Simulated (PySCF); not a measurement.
Computed shifts of a molecule C₆H₆O, HF/pcSseg-1 (PySCF), GIAO, gas phase, equivalent atoms averaged, in ppm (number of nuclei): ¹³C: 168.0 (1), 143.8 (1), 142.5 (1), 128.1 (1), 124.2 (1), 119.8 (1). ¹H: 7.95 (1), 7.85 (1), 7.59 (1), 7.37 (1), 6.98 (1), 4.36 (1). References: ¹⁷O against H2O (σ = 333.0 ppm); ¹³C against TMS (σ = 192.6 ppm); ¹H against TMS (σ = 31.99 ppm), references at their B3LYP-D3(BJ)/def2-TZVP geometries, non-relativistic. Geometry: TPSSh-D3(BJ)/def2-SVP. Other conformers were not sampled.

Q: Pick the molecule that these values belong to.
(A) C#C[C@@H]1CC(=C)O1
(B) C=C1CC(=C)C1=O
(C) C=Cc1ccco1
(D) Oc1ccccc1

A: D, Oc1ccccc1
